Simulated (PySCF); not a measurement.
Species: CH2N (doublet state).
Numbering: `[H]/[C:1]=[N:2]\[H]` (hydrogens: H3 on C1; H4 on N2)

Method used: UKS B3LYP, pcH-1 on C H N, non-relativistic, mean-field spin-orbit, GIAO in PySCF. Geometry: GFN2-xTB; no solvent, vibrations or thermal averaging. Couplings are sensitive to structure, and on GFN2-xTB geometries they can be far from those on DFT ones.

(1) What is the g tensor, term by term?

(2) What are the electron Larmor frequencies g μB B/h along the three axes at 340 mT?

(3) Average each term over the three axes. Which is largest in size?

(4) At 9.741 GHz, how far is the centre of the isotropic spectrum from where a free electron (g = 2.002319) resonates?

(5) In a frozen sample, at which fields do the three g values resonate at 9.5, 34, 94 and 263 GHz (hyperfine left aside), and which band first spreads them over more than twice a line width of 0.5 mT?

Results:

(1) 
```
                    Δg (ppm)      1     2     3
relativistic mass correction   -169  -169  -169
            gauge correction     20    29   -31
   orbital Zeeman/spin–orbit  -3046    46   911
                       total  -3194   -93   711
```

So g = 1.99912, 2.00223, 2.00303 and g_iso = 2.00146; the tensor is rhombic: the two nearest values differ by 21 % of g3 − g1. Axes: g1 points within 2° of the C1–N2 bond and g3 is normal to the molecular plane.

(2) 9.5133, 9.5280, 9.5319 GHz for g1, g2 and g3, a range of 18.6 MHz.

(3) The orbital-Zeeman/spin–orbit term -696, the mass correction -169 and the gauge correction 6 ppm, for a total of -859 ppm. The orbital-Zeeman/spin–orbit term is the largest in size. The mass correction is the same along every axis, so the anisotropy comes from the other two: their spans along these axes are 60 (gauge) and 3956 ppm (orbital Zeeman/spin–orbit).

(4) B = hν/(g μB) with μB/h = 13.99624 MHz/mT gives 347.58 mT for the free electron and 347.73 mT at g_iso, 0.15 mT higher.

(5) 
```
band    GHz  B(g3) mT  B(g2) mT  B(g1) mT  spread mT
   X    9.5    338.86    339.00    339.53       0.66
   Q   34.0   1212.77   1213.26   1215.14       2.37
   W   94.0   3352.96   3354.31   3359.51       6.55
   J  263.0   9381.16   9384.93   9399.49      18.33
```

The spread grows in proportion to the frequency. Q band is the first where it exceeds 1.0 mT.

Largest spin populations (Mulliken): C1 (+0.67), N2 (+0.14), H4 (+0.10) and H3 (+0.08). C1 is the only atom above +0.15.

The HOMO–LUMO gaps are 4.88 eV among the α and 7.23 eV among the β orbitals.

Hardware: one thread, Arm Neoverse V1 (aarch64), shared host with 32 logical CPUs at a one-minute load of 21. Cost: 4.0 s wall (grids of density and orbitals included), 0.24 GiB resident at most.
